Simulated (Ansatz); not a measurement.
```tsv
atom	x (Å)	y (Å)	z (Å)
C	0.0000	0.0000	0.0000
C	1.4100	0.0000	0.0000
C	-0.7050	1.2211	0.0000
C	-0.7050	-1.2211	0.0000
H	1.9714	-0.9343	0.0000
H	1.9714	0.9343	0.0000
H	-1.7948	1.2401	0.0000
H	-0.1766	2.1744	0.0000
H	-1.7948	-1.2401	0.0000
H	-0.1766	-2.1744	0.0000
```

UHF on triplet C₄H₆ was run in several spherical basis sets with Ansatz (development build ahead of 0.2.0). Caution for UHF: the unrestricted determinant is spin contaminated.

Task: Rank the basis sets by the total energy that they give, lowest first, with the distance from the lowest.
A. cc-pVDZ
B. 6-31G(d)
C. def2-SVP

Result: A (0.00 eV), B (0.41 eV), C (3.37 eV).

Totals follow the description of the cores as much as that of the bonds, so this order isn't one of quality for chemistry.
